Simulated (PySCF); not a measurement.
# One molecule, a ladder of functionals, a line

Molecule: `S[SiH2]Cl`, ClH₃SSi.

Geometry:
```
atom   x (Å)   y (Å)   z (Å)
  S1   1.538  -0.222  -0.723
 Si2  -0.477  -0.188  -0.029
 Cl3  -1.273   1.720  -0.013
  H4   2.034   0.426   0.355
  H5  -0.579  -0.709   1.360
  H6  -1.237  -1.022  -0.994
```

GIAO shieldings (ppm, equivalent atoms averaged) in PySCF 2.14.0 with density-fitted response routines on the PBE0-D3(BJ)/def2-SVP geometry, basis pcSseg-2, gas phase, non-relativistic:

```tsv
functional	exact exchange (%)	σ(Si2)	σ(Cl3)
BLYP	0	316.8	852.4
BP86	0	327.5	864.4
PBE	0	329.2	863.8
PBE0	25	347.2	895.8
mPW1PW91	25	345.8	895.9
BHandHLYP	50	354.1	910.3
HF	100	396.4	954.0
```

Task: Fit each shielding as a line in the percentage of exact exchange.

Result: σ(Si2) = 325.3 + 0.70 x (rms 4.8 ppm); σ(Cl3) = 864.2 + 0.94 x (rms 6.4 ppm). The functionals also differ in their semilocal parts, which the line can't hold; Hartree–Fock has no correlation at all.

Task: What does the line predict for B3LYP (20 %), and what does the run give?

Result: σ(Si2): 339.3 predicted, 331.5 computed; σ(Cl3): 883.0 predicted, 878.8 computed ppm.
